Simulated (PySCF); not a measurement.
Run record: excited-state job, AlH2(OMe) (`[AlH2][O]C`).

Method: TDDFT CAM-B3LYP/def2-SVPD, vertical, gas phase, core orbitals frozen in the response (PySCF 2.14.0, density-fitted response routines). Geometry: PBE0-D3(BJ)/def2-SVP. The input is one job of a driver script: a line of settings, then coordinates in Å.

Input:
```
{"job": {"kind": "uv", "xc": "CAM-B3LYP", "basis": "def2-SVPD", "ip": false, "nstates": 15}, "charge": 0, "multiplicity": 1}
Al     0.687165     1.310300     0.829307
H      2.216813     1.230395     1.239148
H     -0.234502     2.558242     1.158051
O      0.012323     0.015217     0.011895
C     -0.546047    -1.043503    -0.662722
H     -1.338539    -0.710894    -1.358241
H     -1.006020    -1.765634     0.036313
H      0.208807    -1.594123    -1.253752
```

Output:
```
coarse grid: 6896 points
cycle   1  E = -358.4300581160  dE =  4.591e-02  |g| = 6.940e-01  |ddm| = 3.755e+00
cycle   2  E = -358.3131928557  dE =  1.169e-01  |g| = 1.063e+00  |ddm| = 1.505e+00
cycle   3  E = -358.5242962614  dE = -2.111e-01  |g| = 3.775e-02  |ddm| = 7.318e-01
cycle   4  E = -358.5246534227  dE = -3.572e-04  |g| = 1.486e-02  |ddm| = 9.194e-02
cycle   5  E = -358.5247049918  dE = -5.157e-05  |g| = 3.886e-03  |ddm| = 3.026e-02
cycle   6  E = -358.5247090684  dE = -4.077e-06  |g| = 3.274e-04  |ddm| = 8.455e-03
final grid: 61168 points
cycle   7  E = -358.5848406109  dE = -1.128e-05  |g| = 1.999e-03  |ddm| = 3.339e-02
cycle   8  E = -358.5848405896  dE =  2.131e-08  |g| = 2.124e-03  |ddm| = 6.550e-03
cycle   9  E = -358.5848414137  dE = -8.241e-07  |g| = 2.913e-04  |ddm| = 2.092e-03
cycle  10  E = -358.5848414291  dE = -1.532e-08  |g| = 1.102e-04  |ddm| = 3.278e-04
cycle  11  E = -358.5848414317  dE = -2.598e-09  |g| = 6.409e-06  |ddm| = 1.626e-04
cycle  12  E = -358.5848414317  dE = -1.597e-11  |g| = 1.286e-06  |ddm| = 1.956e-05
converged SCF energy = -358.5848414317

Static polarisability (au): isotropic 45.942, principal 39.127 44.884 53.816

Singlet excitations
state   eV       nm        f      main configurations
  1   5.4250    228.5   0.00011   H->L 0.96
  2   6.7869    182.7   0.00060   H-2->L 0.90
  3   6.7936    182.5   0.09807   H-1->L 0.95
  4   6.8192    181.8   0.00017   H->L+1 0.59, H->L+2 0.28
  5   7.3907    167.8   0.00193   H-1->L+1 0.71, H-1->L+2 0.22
  6   7.5625    163.9   0.09508   H->L+2 0.62, H->L+1 0.27
  7   8.0036    154.9   0.14068   H->L+3 0.50, H->L+4 0.25, H-2->L+2 0.11
  8   8.1725    151.7   0.00015   H-2->L+1 0.43, H->L+3 0.34, H->L+4 0.11
  9   8.2241    150.8   0.00047   H-1->L+2 0.40, H-1->L+3 0.29, H-1->L+1 0.13
 10   8.4204    147.2   0.02226   H->L+4 0.44, H-2->L+2 0.36
 11   8.6930    142.6   0.25106   H-3->L 0.82, H-1->L+2 0.09
 12   8.9170    139.0   0.15363   H->L+5 0.84
 13   8.9348    138.8   0.00033   H-1->L+4 0.42, H-1->L+3 0.37
 14   9.1149    136.0   0.01326   H-1->L+4 0.45, H-1->L+3 0.23, H-1->L+2 0.19
 15   9.1259    135.9   0.09255   H-2->L+2 0.38, H-2->L+1 0.26, H->L+4 0.11

Triplet excitations (Tamm-Dancoff, eV): 5.0731 6.0285 6.3954 6.4868
```

The SCF starts on a coarse grid where the log names one; the energy can jump when the final grid takes over, and dE then counts from the start density on the new grid. H and L stand for HOMO and LUMO; the number after each pair is its weight.

Problem. Which computed singlet has the largest oscillator strength, and what do all of them sum to?

Solution. State 11 at 8.69 eV (143 nm), f = 0.251; the 15 states sum to 0.870.

Problem. How does the lowest singlet excitation compare with the HOMO–LUMO gap?

Solution. HOMO -9.05 eV and LUMO 0.01 eV give a gap of 9.06 eV; S1 at 5.42 eV lies 3.64 eV below it.

Main results: HOMO -9.05 eV, LUMO 0.01 eV; lowest singlet 5.42 eV; lowest triplet 5.07 eV (Tamm–Dancoff); mean polarisability 45.9 au.

Problem. Estimate the wall time. Hardware: an x86-64 server with one thread, shared host.

Solution. About 6.1 s.
Labels such as C1 count atoms from 1, the log's own numbers from 0.
